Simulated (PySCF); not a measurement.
# C3H5FO (epifluorohydrin): the cost of one run

The runs use PySCF 2.14.0, with density-fitted response routines of our own; the level of theory stands in each step. All values are computed, except where a source is named. Atoms count from 0, in the outputs and in this text.

### 1 Starting geometry

10 atoms, charge 0, multiplicity 1; geometry from: GFN2-xTB. The atoms were then displaced at random by about 0.01 Å, so the start is not that level's minimum.

Bonds of the start (Å): F0–C1 1.39, C1–C2 1.53, C2–C3 1.42, C3–O4 1.39, O4–C2 1.39, C1–H5 1.09, C1–H6 1.10, C2–H7 1.09, C3–H8 1.08, C3–H9 1.12.

### 2 Optimising the geometry at PBE0-D3(BJ)/def2-SVP

Job settings and geometry (Å):

```
{"job": {"xc": "PBE0", "basis": "def2-SVP", "d3": "d3bj", "grid": 1, "shake": 0.01, "kind": "geom"}, "charge": 0, "multiplicity": 1}
F      1.733400     0.010180     1.250760
C      1.232920     0.013150    -0.043970
C     -0.206210     0.519720    -0.076890
C     -1.280060    -0.400960     0.071590
O     -0.968010     0.143360    -1.171980
H      1.294080    -1.010020    -0.401960
H      1.904850     0.660490    -0.634790
H     -0.294050     1.554060     0.264380
H     -1.120550    -1.457840     0.206990
H     -2.245950    -0.053060     0.514830
```

Run with:

```
OMP_NUM_THREADS=1 python probes_run.py task.json out
```

One launch serves the whole session: the jobs run in the order shown.

Q: Estimate the wall time and peak memory of this first job on 1 thread of Intel Xeon Platinum 8259CL at 2.50GHz, shared host.

About 33 s, with a peak of 0.4 GiB.
